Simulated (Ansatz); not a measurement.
The same path of BH$_{7}$Si (9 atoms, charge 0, multiplicity 1) was run twice with different band settings.

Theory: Ansatz 0.2.0, RKS revPBE-D4/def2-SVP.

Relaxed end points:

```xyz
9
Properties=species:S:1:pos:R:3
B -0.114 -0.068 0.354
H 0.587 0.774 0.886
H 0.590 -0.713 -0.446
H -1.182 0.209 -0.157
Si 0.196 -2.188 0.785
H -0.418 -2.871 -0.398
H 1.681 -2.352 0.889
H -0.404 -2.829 2.016
H -0.462 -0.752 1.400
```

```xyz
9
Properties=species:S:1:pos:R:3
B 0.004 -0.067 0.300
H -0.084 0.798 1.153
H 0.380 0.175 -0.831
H -1.067 -0.704 0.284
Si 0.085 -2.187 0.829
H -0.368 -2.865 -0.427
H 1.392 -2.838 1.223
H -0.851 -2.352 1.987
H 0.984 -0.750 0.810
```

Common settings: movable images 5; climbing image yes; optimiser quadratic models (default); start path through a guess of the saddle point; force threshold 0.05 eV/Å; iteration limit 60; end points relaxed.

| run | spring |
| --- | --- |
| 1 | 5.0 eV/Å² |
| 2 | 2.0 to 10.0 eV/Å², energy-weighted |

Problem. What does each run give, and how far can it be trusted?

Solution. Run 1: converged after 30 iterations, highest image 0.040 eV above the first end. A vibrational analysis at the climbing image gives one clearly imaginary mode, 189i cm⁻¹: a first-order saddle point.
Run 2: converged after 14 iterations, highest image 0.040 eV above the first end. Another band between the same ends (5 images) ends at a top of the same energy, where a vibrational analysis finds 1 clearly imaginary mode.
